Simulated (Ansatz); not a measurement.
in.yaml

```yaml
crystal:
  periodic: [false, false, false]
  atoms:
    - {symbol: Ge, position_ang: [-0.028829, 0.000000, 0.253578]}
    - {symbol: B, position_ang: [0.133521, -0.000001, -1.626959]}
    - {symbol: H, position_ang: [0.414348, 1.276988, 0.971352]}
    - {symbol: H, position_ang: [0.414348, -1.276987, 0.971353]}
    - {symbol: H, position_ang: [-0.183192, -0.000001, -2.767032]}
basis:
  gaussian: {orbitals: cc-pVDZ}
magnetization: {spin_polarized: false}
correlation: {method: ccsdtq, electrons: outside_noble_gas}
```

```sh
$ ansatz run in.yaml --threads 2 --pin off --events-out ev --progress --plain --max-ram 16896MiB --backend cuda --devices 0, --max-vram 18GiB
```

Output:

```
1080 factors; integrals over basis functions are off by at most 1.3e-7 eV
mean field evaluation 1: about -57187.8417 eV, gradient 1.2e1 eV
mean field evaluation 2: about -57187.8631 eV, gradient 1.2e1 eV
mean field evaluation 4: about -57188.7288 eV, gradient 1.5e0 eV
mean field evaluation 8: about -57188.7463 eV, gradient 1.5e-1 eV
mean field evaluation 16: about -57188.7153 eV, gradient 3.7e-1 eV
mean field -57188.74662017 eV, -2101.6476743667 hartree, gradient 3.7e-6 eV, S^2 0.000000; 0 other end points of the search recorded, 0 dependent functions left out; unrestricted orbitals would lower it
15 core orbitals not correlated: weight in the atoms' cores, before any rotation towards them, 0.999 or more for the frozen orbitals, at most 0.000 for the correlated occupied ones
reference -57188.74662017 eV, -2101.6476743667 hartree; 5, 5 occupied and 36, 36 virtual orbitals, 1080 factors
second order -4.63312157 eV of doubles, -0.00000000 eV of singles
cycle   1  -5.33378341 eV  change   -7.0e-1 eV  update   9.2e-2
cycle   2  -5.78477583 eV  change   -4.5e-1 eV  update   4.8e-2
cycle   3  -5.94425905 eV  change   -1.6e-1 eV  update   2.7e-2
cycle   4  -5.93632373 eV  change    7.9e-3 eV  update   1.0e-2
cycle   5  -5.94455139 eV  change   -8.2e-3 eV  update   6.4e-3
cycle   6  -5.94754829 eV  change   -3.0e-3 eV  update   2.1e-3
cycle   7  -5.94545589 eV  change    2.1e-3 eV  update   1.1e-3
cycle   8  -5.94477931 eV  change    6.8e-4 eV  update   3.7e-4
cycle   9  -5.94520986 eV  change   -4.3e-4 eV  update   1.8e-4
cycle  10  -5.94533782 eV  change   -1.3e-4 eV  update   7.8e-5
cycle  11  -5.94532633 eV  change    1.1e-5 eV  update   4.3e-5
cycle  12  -5.94530884 eV  change    1.7e-5 eV  update   2.3e-5
cycle  13  -5.94529365 eV  change    1.5e-5 eV  update   7.9e-6
cycle  14  -5.94529214 eV  change    1.5e-6 eV  update   3.8e-6
cycle  15  -5.94529654 eV  change   -4.4e-6 eV  update   1.9e-6
cycle  16  -5.94529850 eV  change   -2.0e-6 eV  update   8.1e-7
cycle  17  -5.94529860 eV  change   -1.0e-7 eV  update   3.9e-7
Total energy: -57194.69191877 eV, -2101.8661600603 hartree
```

The T1 diagnostic is 0.020.

Ran on 2 threads of AMD EPYC 7R13 with a shared H100 80 GB, shared host: 18 s wall, 0.84 GiB peak host memory.
